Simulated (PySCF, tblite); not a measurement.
**C4H5S2 radical: geometry, infrared bands and EPR parameters**

Wanted: the infrared bands and EPR parameters of C4H5S2 radical (`SC1=CC[CH]S1`), by calculation.

The runs use tblite 0.8.0 and PySCF 2.14.0, with density-fitted response routines of our own; the level of theory stands in each step. All values are computed, except where a source is named. Atoms are numbered from 0 throughout.

### 1 The starting structure

11 atoms, charge 0, multiplicity 2; geometry from: force field or distance geometry start.

Bonds of the start (Å): S0–C1 1.73, C1–C2 1.34, C2–C3 1.51, C3–C4 1.48, C4–S5 1.74, S5–C1 1.74, S0–H6 1.34, C2–H7 1.07, C3–H8 1.09, C3–H9 1.11, C4–H10 1.08.

### 2 Relaxing the molecule with GFN2-xTB

Job settings and geometry (Å):

```
{"job": {"kind": "relax", "xc": "GFN2-xTB", "basis": "xTB"}, "charge": 0, "multiplicity": 2}
S      2.617600    -0.746300    -0.641800
C      1.033200    -0.149600    -0.278900
C      0.032300    -0.959800     0.082900
C     -1.264000    -0.244000     0.355000
C     -0.986300     1.197000     0.162600
S      0.643200     1.544200    -0.321900
H      3.175600     0.446600    -0.906900
H      0.110700    -2.027800     0.160400
H     -2.042500    -0.596400    -0.317500
H     -1.587600    -0.437300     1.397800
H     -1.726800     1.976100     0.282300
```

On the command line:

```
OMP_NUM_THREADS=1 python probes_run.py task.json out
```

The driver reads the jobs from task.json and runs them one after another.

What it wrote:

```text
step      E/eV     max force
  0    -476.59212    0.914
  1    -476.62795    0.458
  2    -476.63744    0.230
  3    -476.64043    0.181
  4    -476.64297    0.148
  5    -476.64541    0.134
  6    -476.64696    0.116
  7    -476.64788    0.086
  8    -476.64848    0.068
  9    -476.64910    0.071
 10    -476.64961    0.064
 11    -476.64994    0.058
 12    -476.65017    0.054
 13    -476.65042    0.057
 14    -476.65074    0.056
 15    -476.65103    0.048
 16    -476.65120    0.032
 17    -476.65129    0.025
 18    -476.65136    0.024
 19    -476.65141    0.018
 20    -476.65143    0.009
```

It took 0.11 s on 1 thread of Arm Neoverse V1, shared host.

The steps of the relaxation:

| step | energy from step 0 (eV) | largest force (eV/Å) |
| --- | --- | --- |
| 0 | 0.0000 | 0.9144 |
| 1 | -0.0358 | 0.4579 |
| 2 | -0.0453 | 0.2304 |
| 3 | -0.0483 | 0.1808 |
| 4 | -0.0508 | 0.1481 |
| 5 | -0.0533 | 0.1341 |
| 6 | -0.0548 | 0.1161 |
| 7 | -0.0558 | 0.0860 |
| 8 | -0.0564 | 0.0680 |
| 9 | -0.0570 | 0.0714 |
| 10 | -0.0575 | 0.0640 |
| 11 | -0.0578 | 0.0576 |
| 12 | -0.0580 | 0.0545 |
| 13 | -0.0583 | 0.0568 |
| 14 | -0.0586 | 0.0560 |
| 15 | -0.0589 | 0.0483 |
| 16 | -0.0591 | 0.0322 |
| 17 | -0.0592 | 0.0255 |
| 18 | -0.0592 | 0.0240 |
| 19 | -0.0593 | 0.0180 |
| 20 | -0.0593 | 0.0088 |

Close pairs (by a distance rule), those that changed most:

| bond | before (Å) | after (Å) | change (Å) |
| --- | --- | --- | --- |
| C4–S5 | 1.735 | 1.708 | -0.028 |
| S0–C1 | 1.731 | 1.759 | +0.027 |
| C1–S5 | 1.739 | 1.763 | +0.025 |
| C3–H8 | 1.087 | 1.102 | +0.015 |
| C2–C3 | 1.506 | 1.492 | -0.014 |
| C4–H10 | 1.082 | 1.069 | -0.013 |
| S0–H6 | 1.343 | 1.331 | -0.013 |
| C3–H9 | 1.109 | 1.102 | -0.007 |

The end geometry stands in the next job.

### 3 Infrared spectrum with GFN2-xTB

Job settings and geometry (Å):

```
{"job": {"kind": "ir", "xc": "GFN2-xTB", "basis": "xTB"}, "charge": 0, "multiplicity": 2}
S      2.668452    -0.722676    -0.660687
C      1.039173    -0.189381    -0.267473
C      0.013822    -0.967470     0.085413
C     -1.261643    -0.245086     0.363794
C     -0.972675     1.195331     0.155924
S      0.634041     1.525954    -0.318375
H      3.147718     0.494558    -0.903974
H      0.084293    -2.037642     0.167640
H     -2.065575    -0.600789    -0.300918
H     -1.610780    -0.446835     1.389248
H     -1.671400     1.996707     0.263444
```

What it wrote:

```text
mode    cm-1     km/mol
  1      28.0     15.56
  2     131.7     41.53
  3     191.6     13.02
  4     222.0      2.58
  5     254.9      2.58
  6     398.8      1.21
  7     420.2      0.94
  8     602.6      2.05
  9     663.3      8.81
 10     736.8     13.07
 11     845.5     13.67
 12     854.4     16.21
 13     888.9      0.05
 14     939.9     31.08
 15     995.1      5.45
 16    1065.2      0.00
 17    1066.3      8.05
 18    1175.4      6.97
 19    1227.7     10.42
 20    1275.2      1.89
 21    1438.3      2.46
 22    1607.8     25.17
 23    2438.5     70.81
 24    2788.4     22.71
 25    2851.5     47.38
 26    3126.1      9.71
 27    3188.2      8.58
```

It took 0.29 s on 1 thread of Arm Neoverse V1, shared host.

Which atoms move in the most intense modes:

| cm⁻¹ | km/mol | atoms |
| --- | --- | --- |
| 28 | 15.6 | C4 61 %, S5 11 %, H10 10 % |
| 132 | 41.5 | H6 84 % |
| 854 | 16.2 | H6 70 %, C2 12 %, C1 11 % |
| 940 | 31.1 | C1 52 %, H6 16 %, H7 12 % |
| 1608 | 25.2 | C2 50 %, C1 45 % |
| 2438 | 70.8 | H6 97 % |
| 2788 | 22.7 | H8 48 %, H9 43 % |
| 2852 | 47.4 | H9 51 %, H8 45 % |

### 4 g tensor and hyperfine couplings: B3LYP/pcH-1

Settings changed since step 3:

```diff
@@ -1,2 +1,2 @@
-{"job": {"kind": "ir", "xc": "GFN2-xTB", "basis": "xTB"}, "charge": 0, "multiplicity": 2}
+{"job": {"kind": "epr", "basis": "pcH-1"}, "charge": 0, "multiplicity": 2}
 S      2.668452    -0.722676    -0.660687
```

With the program's defaults for keys left out, this is: UKS B3LYP, pcH-1 on C H S, non-relativistic, mean-field spin-orbit, GIAO.

What it wrote:

```text
UKS, coarse grid
  cycle   1  E = -951.71799280  |g| = 3.04e-01
  cycle   2  E = -951.66158082  |g| = 4.27e-01
  cycle   3  E = -951.75437485  |g| = 9.23e-02
  cycle   4  E = -951.75855641  |g| = 4.16e-02
  cycle   5  E = -951.75939855  |g| = 1.19e-02
  cycle   6  E = -951.75947675  |g| = 4.22e-03
  cycle   7  E = -951.75948758  |g| = 1.10e-03
  cycle   8  E = -951.75948998  |g| = 7.68e-04
UKS, final grid
  cycle   1  E = -951.75949756  |g| = 1.12e-03
  cycle   2  E = -951.75949654  |g| = 1.80e-03
  cycle   3  E = -951.75949824  |g| = 9.58e-05
  cycle   4  E = -951.75949825  |g| = 3.93e-05
  cycle   5  E = -951.75949825  |g| = 3.42e-05
  cycle   6  E = -951.75949825  |g| = 1.15e-05
E = -951.75949825 Eh   <S^2> = 0.7552 (exact 0.7500)
g shifts (ppm)      1          2          3
  rmc          -163       -163       -163
  gc             35         -2         31
  oz_so        -340         21       5631
  total        -467       -143       5500
hyperfine (MHz)  atom isotope    a_iso     a_fc   dipolar eigenvalues
    0   33S       0.11       0.11     -0.25     -0.02      0.27
    1   13C      -8.22      -8.19     -5.78      2.15      3.63
    2   13C       6.07       6.07     -5.49     -2.78      8.27
    3   13C     -35.24     -35.25     -1.85      0.49      1.36
    4   13C      82.64      82.35    -71.76    -70.96    142.72
    5   33S       4.21       4.66    -22.07    -16.87     38.94
    6    1H      -0.25      -0.25     -1.52     -1.22      2.74
    7    1H      -5.54      -5.55     -3.18     -1.49      4.67
    8    1H     140.30     140.29     -4.46     -3.11      7.58
    9    1H     139.14     139.14     -4.49     -3.17      7.66
   10    1H     -55.69     -55.79    -33.87     -0.41     34.29
```

It took 44 s on 1 thread of Arm Neoverse V1, shared host; peak memory 0.75 GiB.

Principal g values 2.00185, 2.00218, 2.00782; g(iso) = 2.00395, against 2.00232 for a free electron.

Mean a(iso) over the nuclei that a row names, and the largest dipolar term of the row (other rows stand at the frozen geometry):

| nuclei | isotope | a(iso) (MHz) | a(iso) (G, at g = 2.0023) | largest dipolar term (MHz) |
| --- | --- | --- | --- | --- |
| H8, H9 | 1H | 139.7 | 49.9 | 7.7 |
| C4 | 13C | 82.6 | 29.5 | 142.7 |
| H10 | 1H | -55.7 | -19.9 | 34.3 |
| C3 | 13C | -35.2 | -12.6 | -1.9 |
| C1 | 13C | -8.2 | -2.9 | -5.8 |
| C2 | 13C | 6.1 | 2.2 | 8.3 |
| H7 | 1H | -5.5 | -2.0 | 4.7 |
| S5 | 33S | 4.2 | 1.5 | 38.9 |
| H6 | 1H | -0.2 | -0.1 | 2.7 |
| S0 | 33S | 0.1 | 0.0 | 0.3 |

Mulliken spin populations:

| atom | value (e) |
| --- | --- |
| S0 | 0.00 |
| C1 | -0.04 |
| C2 | 0.06 |
| C3 | -0.08 |
| C4 | 0.84 |
| S5 | 0.15 |
| H6 | 0.00 |
| H7 | 0.00 |
| H8 | 0.06 |
| H9 | 0.05 |
| H10 | -0.04 |

In first order the couplings over 0.8 MHz of 1H give 12 distinct lines over 121.6 G, if the averaged nuclei exchange fast.

The fields below are evaluated on a grid from the run's orbitals.

ELF in a plane through or near 9 of the atoms.

Ten even steps from ' ' (0.00) to '@' (1.00):
```
                                                        
                                                        
                          ..                            
                      --%%%%##::                        
                      %%@@@@@@**                        
        ..--++==..    %%@@@@@@##                        
      ..==##%%##++    ==@@@@@@++......                  
      ::**%%@@%%**::  --++..::**==--==::                
      ..++##::**::##++**%%::::@@--..##==..              
        --++::##::@@--++##++==##::::++==..              
        --##%%++++##==::++..  ==%%%%==..                
      ..##@@@@@@--::**@@%%----++++##==..                
      ::@@@@@@@@    ++::--::%%##++--%%##==              
        **@@@@::  --##..++--**##++@@@@@@%%::            
          ::      ++%%##--==++--==@@@@@@@@--            
                ..==%%%%%%**--    ++@@@@**              
                  ::++****--..      ::::                
                    ..::..                              
                                                        
                                                        
```
The map spans 11.6 Å across and 9.3 Å up, centred on the molecule. Atoms in the plane (x, y in Å): S0 (-2.8, 0.5), C1 (-1.1, 0.1), C2 (-0.1, 1.0), C3 (1.3, 0.4), C4 (1.1, -1.1), S5 (-0.5, -1.6), H6 (-3.2, -0.8), H7 (-0.2, 2.0), H10 (1.9, -1.8).

On the surface of density 0.002 e/bohr³ the electrostatic potential runs, from the 1st to the 99th percentile, from -0.74 V near S0 to 1.36 V near H6.

The spin density lies nearest to C4 53 %; S5 19 %; H10 8 %.

### 5 Results

| quantity | value |
| --- | --- |
| strongest single infrared mode (GFN2-xTB) | 2438 cm⁻¹, 71 km/mol |
| zero-point energy (GFN2-xTB) | 44.9 kcal/mol |
| g(iso) (B3LYP) | 2.00395 |
| ⟨S²⟩ | 0.755 (exact 0.75) |
| largest a(iso) (averaged by class) | 1H on H8, H9, 139.7 MHz |
| surface potential, 1st and 99th percentile | -0.74 V and 1.36 V |

In words: Over 20 steps the energy fell by 0.059 eV; of the close pairs, C4–S5 changed most, 1.735 to 1.708 Å. No mode is imaginary among the 27: a minimum at this level. The strongest single mode, at 2438 cm⁻¹, moves mainly H6. GFN2-xTB is a fitted tight-binding method: band positions and strengths are rough. Its intensities can rank the bands wrongly. Most of the unpaired spin sits on C4 (0.84 e). The isotropic g lies 1.6 ppt above the free-electron value.
